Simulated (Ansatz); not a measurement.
System: bcc Mo. Method: PBE in Ansatz (plane waves, PAW).

Numerical settings: plane-wave cutoff 500 eV, 32×32×32 k mesh, Fermi–Dirac smearing 0.1 eV, no spin polarisation, scalar-relativistic PAW data made under PBE.

Computed at the level's own relaxed cell.

Estimate the volume per atom and lattice parameter a that the calculation returns.


volume per atom: 15.79 Å³/atom
lattice parameter a: 3.161 Å

Measured, for comparison: equilibrium volume per atom 15.49 Å³/atom, lattice constant a 3.141 Å (static lattice: zero-point anharmonic expansion removed; as tabulated in Mejia-Rodriguez and Trickey (2018), arXiv:1807.09216). Computed (rounded) less measured: equilibrium volume per atom +1.9 %, lattice constant a +0.6 %.

Static lattice: no zero-point or thermal effects.

It cost roughly 50 core-seconds of CPU time.

Ansatz is an electronic-structure program.
